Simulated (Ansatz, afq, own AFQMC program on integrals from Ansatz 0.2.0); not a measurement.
C2H6GeO2, singlet → C2H6GeO2, triplet

```xyz
11

C    -0.0906   -1.5870    1.2232
C    -0.2967   -0.5747    0.1348
O    -1.1254   -0.6608   -0.7425
O     0.5349    0.4590    0.2176
Ge    0.2926    1.7083   -1.1125
H    -0.7999   -2.4135    1.1057
H     0.9422   -1.9634    1.1867
H    -0.2238   -1.1073    2.2039
H    -1.1156    2.2973   -0.9935
H     1.3734    2.7303   -0.7349
H     0.5741    1.0547   -2.4681
```

E(triplet, charge +0) − E(singlet, charge +0) at this geometry, on RHF and UHF determinants.

Basis def2-SVP. Noble-gas cores (and the filled d shells of Ga–Kr and In–Xe) are frozen. Ansatz 0.2.0 and our own AFQMC program on the same integrals; the CISD trial comes from CCSD amplitudes, and released means the phaseless constraint is let go. ± is one standard error of the sampling. No spin–orbit coupling. The errors of all members are added in quadrature.

No full CI on the walks' own integrals is used here. The released AFQMC energy serves as the reference, which it does only where one determinant dominates, the energy is flat over the last release times and near the phaseless one (40 meV or 2 meV an electron, half that with transition metals). On small molecules, where full CI could be run and the noise was under 10 meV, such values lay within 10 meV of it in 19 cases of 20, a flattering rate, since the rule was set on those same cases; what remains of the bias isn't in the error bar. Each member takes its own surest rung, up to full CI.

Errors are counted within def2-SVP, not against nature.

Cautions: inner d shell frozen; no relativity below Rb; no spin-orbit coupling; C₂H₆GeO₂ (singlet): the released value is read at 0.60 1/Eh with a noise of 16 meV, more than in the cases checked (meV from the phaseless value at times in 1/Eh: -16 ± 15 at 0.20, -18 ± 15 at 0.40, -16 ± 16 at 0.60); C₂H₆GeO₂ (triplet): another spin lies lower, the released value is read at 0.60 1/Eh with a noise of 20 meV, more than in the cases checked (meV from the phaseless value at times in 1/Eh: -12 ± 13 at 0.20, -42 ± 19 at 0.40, -46 ± 20 at 0.60); the upper state may be diffuse, so the gap hangs on the basis.

| level | vertical spin gap (eV) |
| --- | --- |
| MP2 | 6.185 |
| CCSD | 5.694 |

Q: From these cheaper values, estimate the vertical spin gap at the reference level in def2-SVP.

A: 5.775 ± 0.025 eV (AFQMC with the constraint released in def2-SVP).

```json
{"level": "HF", "vertical spin gap (eV)": "4.685", "error against released AFQMC (eV)": "-1.090 ± 0.025"}
{"level": "CCSD(T)", "vertical spin gap (eV)": "5.788", "error against released AFQMC (eV)": "0.012 ± 0.025"}
{"level": "ph-AFQMC/CISD", "vertical spin gap (eV)": "5.805 ± 0.016", "error against released AFQMC (eV)": "0.030 ± 0.030"}
```

Correlation beyond CCSD(T) changes it by less than twice the noise. The perturbative (T) step is worth +0.093 eV.

Released energies are given only where the last usable release times agree within the noise; a slower fall can still hide under it.
